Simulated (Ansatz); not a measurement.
This Ansatz (a program for electronic structure) input (MP2/aug-pcseg-3) gives -199.33100 Eh with 170 basis functions. A basis named .json is the Basis Set Exchange file of that set (core-valence sets with the plain set on hydrogen).

Ansatz 0.2 input:
```yaml
crystal:
  periodic: [false, false, false]
  atoms:
    - {symbol: F, position_ang: [-0.00000000, -0.00000000, -0.69824324]}
    - {symbol: F, position_ang: [0.00000000, 0.00000000, 0.69824324]}
basis:
  gaussian:
    orbitals: aug-pcseg-3
magnetization: {spin_polarized: false}
correlation: {method: mp2, electrons: outside_noble_gas}
```

Change:
```diff
- orbitals: aug-pcseg-3
+ orbitals: pcseg-4.json
```

### Question
What does the run give now?

### Answer
-199.35581 Eh (MP2/pcseg-4, 202 functions), a change of -24.81 mEh.
